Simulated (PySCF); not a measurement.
Species: C4H7O (doublet state).
Cartesian coordinates in Å at the GFN2-xTB level; atoms count from 1:
```xyz
12
C4H7O angstrom
C      1.5558   -0.3832    0.7630
C      0.4982   -0.8711    0.1336
C     -0.2604   -0.1314   -0.9368
C     -1.4753    0.4380   -0.2956
O     -1.3764    1.5052    0.5497
H      2.0260   -0.9077    1.5770
H      2.0078    0.5547    0.4805
H      0.0637   -1.8122    0.4400
H      0.3632    0.6678   -1.3498
H     -0.5527   -0.8087   -1.7402
H     -2.3382   -0.1695   -0.0880
H     -0.5104    1.9173    0.4404
```

The hyperfine couplings belong to this conformer and change with its torsions.

Identity: `C=CC[CH]O` [radical].

The calculation used PySCF 2.14.0, UKS B3LYP, pcH-1 on C H O, non-relativistic, mean-field spin-orbit, GIAO. Isolated species at its GFN2-xTB geometry (one conformer only). A GFN2-xTB geometry isn't a minimum of the functional, and hyperfine couplings can be far from their values at a DFT geometry. Stability of the SCF solution: not tested.

Problem. Break the g tensor into its mass correction, gauge correction and orbital-Zeeman/spin–orbit terms.

Solution. 
```json
{"Δg (ppm)": "relativistic mass correction", "1": "-195", "2": "-195", "3": "-195"}
{"Δg (ppm)": "gauge correction", "1": "-5", "2": "33", "3": "26"}
{"Δg (ppm)": "orbital Zeeman/spin–orbit", "1": "22", "2": "945", "3": "2112"}
{"Δg (ppm)": "total", "1": "-178", "2": "783", "3": "1943"}
```

So g = 2.00214, 2.00310, 2.00426 and g_iso = 2.00317; the tensor is rhombic: the two nearest values differ by 45 % of g3 − g1. Axes: g3 points within 4° of the O5–H12 bond.

Problem. What effective moment and Curie constant follow for a powder?

Solution. With the mean of g² = 4.0127 and S(S+1) = 0.75: μ_eff = √(⟨g²⟩S(S+1)) = 1.735 μB and χT = 0.12505·⟨g²⟩·S(S+1) = 0.376 cm³ K/mol (cgs; spin-Hamiltonian part alone).

Problem. What are the electron Larmor frequencies g μB B/h along the three axes at 340 mT?

Solution. 9.5276, 9.5322, 9.5377 GHz for g1, g2 and g3, a range of 10.1 MHz.

Problem. At 94.413 GHz, how far is the centre of the isotropic spectrum from where a free electron (g = 2.002319) resonates?

Solution. B = hν/(g μB) with μB/h = 13.99624 MHz/mT gives 3368.89 mT for the free electron and 3367.46 mT at g_iso, 1.43 mT lower.

Problem. In a frozen sample, at which fields do the three g values resonate at 9.5, 34, 94 and 263 GHz (hyperfine left aside), and which band first spreads them over more than twice a line width of 0.3 mT?

Solution. 
| band | GHz | B(g3) mT | B(g2) mT | B(g1) mT | spread mT |
| --- | --- | --- | --- | --- | --- |
| X | 9.5 | 338.66 | 338.85 | 339.01 | 0.36 |
| Q | 34.0 | 1212.03 | 1212.73 | 1213.31 | 1.28 |
| W | 94.0 | 3350.90 | 3352.84 | 3354.45 | 3.55 |
| J | 263.0 | 9375.40 | 9380.83 | 9385.33 | 9.93 |

The spread grows in proportion to the frequency. Q band is the first where it exceeds 0.6 mT.

The Mulliken spin populations are largest on C4 (+0.87), O5 (+0.13) and C1 (+0.06). No atom but C4 exceeds +0.15. The angles at C4 add up to 354.3°, so it is nearly planar; its axial dipolar tensor and the negative coupling of its proton fit spin in a p orbital normal to that plane.

The HOMO–LUMO gaps are 4.71 eV among the α and 6.32 eV among the β orbitals.
